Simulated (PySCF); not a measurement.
Level sweep

C2F3N.
InChI=1S/C2F3N/c3-2(4,5)1-6

PySCF, dipoles from the SCF density, polarisabilities from static response with core orbitals frozen. Isolated species at its PBE0-D3(BJ)/def2-SVP geometry, gas phase.

Reference dipole: 1.330 D (measured, gas; NIST CCCBDB Release 22 (SRD 101), experimental dipoles). The anisotropy is √(½[(α1 − α2)² + (α2 − α3)² + (α3 − α1)²]).

```json
{"level": "LDA/def2-SVPD", "μ (D)": "1.447", "error (%)": "+8.8", "α (Å³)": "4.83", "anisotropy (Å³)": "2.02"}
{"level": "PBE/def2-SVPD", "μ (D)": "1.444", "error (%)": "+8.5", "α (Å³)": "4.82", "anisotropy (Å³)": "2.02"}
{"level": "B3LYP/def2-SVPD", "μ (D)": "1.369", "error (%)": "+3.0", "α (Å³)": "4.64", "anisotropy (Å³)": "1.92"}
{"level": "PBE0/def2-SVPD", "μ (D)": "1.385", "error (%)": "+4.1", "α (Å³)": "4.58", "anisotropy (Å³)": "1.90"}
{"level": "BHandHLYP/def2-SVPD", "μ (D)": "1.327", "error (%)": "-0.2", "α (Å³)": "4.42", "anisotropy (Å³)": "1.82"}
{"level": "CAM-B3LYP/def2-SVPD", "μ (D)": "1.364", "error (%)": "+2.5", "α (Å³)": "4.59", "anisotropy (Å³)": "1.86"}
{"level": "wB97X-D/def2-SVPD", "μ (D)": "1.407", "error (%)": "+5.8", "α (Å³)": "4.60", "anisotropy (Å³)": "1.87"}
{"level": "LC-wPBE/def2-SVPD", "μ (D)": "1.405", "error (%)": "+5.7", "α (Å³)": "4.54", "anisotropy (Å³)": "1.82"}
{"level": "HF/def2-SVPD", "μ (D)": "1.360", "error (%)": "+2.3", "α (Å³)": "4.22", "anisotropy (Å³)": "1.75"}
{"level": "PBE0/6-31G*", "μ (D)": "1.516", "error (%)": "+14.0", "α (Å³)": "3.50", "anisotropy (Å³)": "2.18"}
{"level": "PBE0/def2-SVP", "μ (D)": "1.327", "error (%)": "-0.2", "α (Å³)": "3.40", "anisotropy (Å³)": "1.96"}
{"level": "PBE0/6-31+G*", "μ (D)": "1.364", "error (%)": "+2.6", "α (Å³)": "4.24", "anisotropy (Å³)": "2.22"}
{"level": "PBE0/aug-cc-pVDZ", "μ (D)": "1.449", "error (%)": "+8.9", "α (Å³)": "4.62", "anisotropy (Å³)": "1.97"}
{"level": "PBE0/def2-TZVP", "μ (D)": "1.458", "error (%)": "+9.6", "α (Å³)": "4.23", "anisotropy (Å³)": "2.05"}
{"level": "PBE0/def2-TZVPD", "μ (D)": "1.451", "error (%)": "+9.1", "α (Å³)": "4.69", "anisotropy (Å³)": "1.95"}
{"level": "PBE0/aug-cc-pVTZ", "μ (D)": "1.454", "error (%)": "+9.4", "α (Å³)": "4.70", "anisotropy (Å³)": "1.95"}
```

For the dipole, the smallest error is 0.2% (PBE0/def2-SVP and BHandHLYP/def2-SVPD) and the largest 14.0% (PBE0/6-31G*). The dipole runs from 1.33 D (BHandHLYP/def2-SVPD) to 1.52 D (PBE0/6-31G*). No reference polarisability is at hand; against PBE0 in the largest diffuse basis at hand (aug-cc-pVTZ) the other PBE0 rows deviate by 6-31G* -25%, def2-SVP -28%, 6-31+G* -10%, def2-SVPD -3%, aug-cc-pVDZ -2%, def2-TZVP -10%, def2-TZVPD 0%. In one basis (def2-SVPD) the functionals order the polarisability from HF (lowest) to LDA (highest), a spread of 15%. With PBE0 the polarisability is 3.71 Å³ without diffuse functions (mean of 6-31G*, def2-SVP and def2-TZVP) and 4.57 Å³ with them (mean of 6-31+G*, def2-SVPD, aug-cc-pVDZ, def2-TZVPD and aug-cc-pVTZ). Measured values can belong to vibrating molecules and may average over conformers; the computed ones are for one fixed geometry.
